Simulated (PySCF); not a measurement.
Gas-phase reaction: C4H8 (cis-2-butene) + 4 C2H5 ⇌ 4 C3H7 (n-propyl)

Method: PySCF energies plus ideal-gas RRHO corrections (1 bar). The comparison is the NASA 1993 polynomial table, which mixes measured and estimated data. S°(298 K) at PBE0/def2-TZVP differs from the NASA 1993 table for C4H8 (cis-2-butene) (-6 J/mol/K), C2H5 (+9 J/mol/K); whether the harmonic model or the table's entry is off was not settled. † marks an energy on the PBE0/def2-TZVP geometry and frequencies; other levels use their own. 6-31G* has spherical d functions here. Open shells (unrestricted): C2H5 (multiplicity 2), C3H7 (n-propyl) (multiplicity 2); the rest are closed-shell singlets. B3LYP is the form with VWN-RPA correlation. No R ln 2 is added for the mirror-image form of C3H7 (n-propyl). The harmonic model lacks anharmonicity and excited electronic states, which grow with temperature; levels with a mode under 35 cm⁻¹ are left out. Internal rotation in C4H8 (cis-2-butene), C2H5, C3H7 (n-propyl) is treated as a harmonic vibration of one conformer, which makes the entropy rough. The table's entry may be an old estimate for C4H8 (cis-2-butene), C2H5, C3H7 (n-propyl) (not checked at source).

ΔH° and ΔS° at 298 K: table -65 kJ, -131 J/K; B3LYP/6-31G* -64 kJ, -170 J/K; B3LYP/def2-TZVP† -49 kJ, -168 J/K; BLYP/def2-TZVP† -32 kJ, -168 J/K; HF/6-31G* -66 kJ, -173 J/K.

Problem. With the heat capacities included, give log10 K at 600, 1000, 1200, 1400, 2000 K for each.

Solution. 
```csv
T (K),table,B3LYP/6-31G*,B3LYP/def2-TZVP†,BLYP/def2-TZVP†,HF/6-31G*
600,-1.1,-3.3,-4.6,-6.0,-3.4
1000,-3.1,-5.5,-6.2,-7.1,-5.6
1200,-3.6,-6.0,-6.5,-7.3,-6.1
1400,-3.9,-6.3,-6.8,-7.4,-6.5
2000,-4.5,-6.9,-7.2,-7.6,-7.1
```
Ten kJ in ΔG° is worth 0.87 decades in K at 600 K and 0.26 at 2000 K. Holding ΔH° and ΔS° at their 298 K values would give -5.2 (table), -7.2 (B3LYP/6-31G*), -7.5 (B3LYP/def2-TZVP†) at 2000 K.
